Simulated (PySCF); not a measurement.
Gas-phase reaction: SiCl₂F₂ + 2 Cl = SiCl₄ + 2 F

Method: PySCF energies plus ideal-gas RRHO corrections (1 bar). † marks an energy on the PBE0/def2-TZVP geometry and frequencies; other levels use their own. MP2 freezes the core. Open shells (unrestricted): Cl (multiplicity 2, electronic degeneracy 6), F (multiplicity 2, electronic degeneracy 6); the rest are closed-shell singlets. Spin-orbit splitting is ignored; it lowers the true energy and changes the entropy of Cl, F. MP2 isn't extrapolated to the basis-set limit; its ΔH°(298 K) is 377.3 kJ in def2-SVP and 397.4 kJ in def2-TZVPP. The harmonic model lacks anharmonicity and excited electronic states, which grow with temperature; levels with a mode under 35 cm⁻¹ are left out.

```
level               ΔE electronic, kJ  ΔH°(298 K), kJ  ΔS°(298 K), J/K  ΔG°(800 K), kJ
------------------  -----------------  --------------  ---------------  --------------
BLYP/def2-TZVP†                   418             413               -7             416
HF/def2-TZVP†                     301             296               -7             299
MP2/def2-TZVPP†                   402             397               -7             401
PBE/def2-SVP                      373             368               -7             372
PBE/def2-TZVP†                    383             378               -7             382
PBE0/def2-QZVP†                   361             357               -7             360
ωB97X-V/def2-TZVP†                370             366               -7             369
```
ΔH° is lowest at HF/def2-TZVP† and highest at BLYP/def2-TZVP†. No reference value is set beside these.
